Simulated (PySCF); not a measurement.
# M06-2X/STO-6G run of [PO2]+ (SMILES O=[P+]=O)

What is the vertical ionisation energy of [PO2]+ at M06-2X/STO-6G? The job is set up through a Python script.

The calculation is run with PySCF 2.14.0.

10 further runs of the same task are left out: 1 that didn't finish, 9 set aside as unsound or not needed.

## (1) The system as given

[PO2]+: 3 atoms, total charge +1, spin state singlet. SMILES: `O=[P+]=O`. The shape is that of a GFN2-xTB optimisation.

Bond lengths: O1–P2 1.407 Å, P2–O3 1.408 Å. Angles: O1–P2–O3 179.9°.

## (2) A single-point energy at M06-2X/STO-6G

The input, calc.py:

```python
# O=[P+]=O
from pyscf import gto, dft

molecule = gto.M(
    atom='''
O      1.497211     1.938670     1.035910
P      0.000435    -0.000397     0.000643
O     -1.497646    -1.938273    -1.036553
''',
    charge=1,
    basis='sto-6g',
    spin=0,
    max_memory=1860,
    unit='bohr',
    verbose=3,
)

ks = dft.RKS(molecule, xc='m06-2x')
ks.conv_tol = 1e-10
ks.grids.level = 5
ks.kernel()
if not ks.converged:
    ks = ks.newton().run(ks.mo_coeff, ks.mo_occ)

e_tot = ks.e_tot
print(f'total energy: {e_tot:.8f} hartree')
```

Launch:

```sh
$ OMP_NUM_THREADS=1 python calc.py
```

The program printed:

```text
converged SCF energy = -489.38586069024
total energy: -489.38586069 hartree
```

Run time: 3.3 s. Hardware: 1 thread of Arm Neoverse V2, shared host; peak memory 0.2 GiB.

## (3) Doublet [PO2]2+, same level

The input, run.py:

```python
from pyscf import gto, dft

mol = gto.M(
    atom='''
O        0.792290       1.025900       0.548180
P        0.000230      -0.000210       0.000340
O       -0.792520      -1.025690      -0.548520
''',
    max_memory=1860,
    verbose=3,
    spin=1,
    charge=2,
    basis='sto-6g',
)

mf = dft.UKS(mol, xc='m06-2x')
mf.grids.level = 5
mf.conv_tol = 1e-10
mf.kernel()
if not mf.converged:
    mf = mf.newton().run(mf.mo_coeff, mf.mo_occ)

e_final = mf.e_tot
print('E = %.10f Eh' % e_final)
```

Launch:

```sh
$ OMP_NUM_THREADS=1 python run.py
```

The program printed:

```text
converged SCF energy = -488.660691973519  <S^2> = 0.84199467  2S+1 = 2.089971
E = -488.6606919735 Eh
```

It took 6 s on 1 thread of Arm Neoverse V2, shared host; peak memory 0.21 GiB.

## (4) Summary of results

Level: M06-2X/STO-6G.

| quantity | value |
| --- | --- |
| singlet [PO2]+: total energy | -489.38586 Eh |
| singlet [PO2]+: HOMO energy | -17.39 eV |
| singlet [PO2]+: LUMO energy | -7.77 eV |
| singlet [PO2]+: HOMO–LUMO gap | 9.62 eV |
| doublet [PO2]2+: total energy | -488.66069 Eh |
| doublet [PO2]2+: HOMO energy (highest over α and β) | -28.35 eV |
| doublet [PO2]2+: LUMO energy (lowest over α and β) | -22.28 eV |
| doublet [PO2]2+: ⟨S²⟩ | 0.842 |
| vertical ionisation energy (to the doublet dication) | 19.733 eV |

In words: Removing an electron at fixed nuclei costs 19.73 eV (1904 kJ/mol). The negative HOMO energy of the first species, 17.39 eV, lies 2.34 eV below that difference. In a minimal basis such a difference can be off by several eV, whatever the method.
